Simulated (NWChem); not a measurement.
# CAM-B3LYP/6-31G(d) (spherical functions) run of BF2H (ac1l3f57)

Wanted: a geometry optimisation of BF2H (ac1l3f57). 

The calculation is run with NWChem 7.3.0.

### 1 Starting point

BF2H has 4 atoms, charge 0, and is taken as a singlet. As SMILES, `FBF`. The coordinates come from a PBE0-D4/def2-TZVP relaxation. The run starts from this shape.

Bond lengths: F1–B2 1.313 Å, B2–F3 1.313 Å, B2–H4 1.191 Å. Angles: F1–B2–F3 118.1°, F1–B2–H4 121.0°, F3–B2–H4 121.0°.

### 2 A geometry optimisation at CAM-B3LYP/6-31G(d) (spherical functions)

The input, bf2h.nw:

```
start bf2h
title "BF2H optimise"
memory total 2200 mb

geometry units angstroms
  F      1.154300     0.456900    -0.361900
  B     -0.001900    -0.031000     0.025200
  F     -1.095400     0.528700    -0.438900
  H     -0.057000    -0.954600     0.775600
end

basis spherical bse
  * library 6-31G*
end

dft
  xc xcamb88 1.00 lyp 0.81 vwn_5 0.19 hfexch 1.00
  cam 0.33 cam_alpha 0.19 cam_beta 0.46
  grid medium
  convergence energy 1e-08
  direct
  maxiter 100
  mulliken
  noprint "final vectors analysis"
end

driver
  tight
  maxiter 40
end

task dft optimize
```

Command:

```console
nwchem bf2h.nw > bf2h.out
```

**Question.** What will come out? Wanted: total energy at the end; dipole moment.

**Answer.** As computed:

Level: CAM-B3LYP/6-31G* (spherical functions).

| quantity | value |
| --- | --- |
| total energy at the end | -225.17639 Eh |
| dipole moment | 0.71 D |

In words: At the final geometry: Bond lengths: F1–B2 1.315 Å, B2–F3 1.315 Å, B2–H4 1.189 Å. Angles: F1–B2–F3 118.2°, F1–B2–H4 120.9°, F3–B2–H4 120.9°. The optimisation took 5 steps and changed the energy by -0.000 eV.
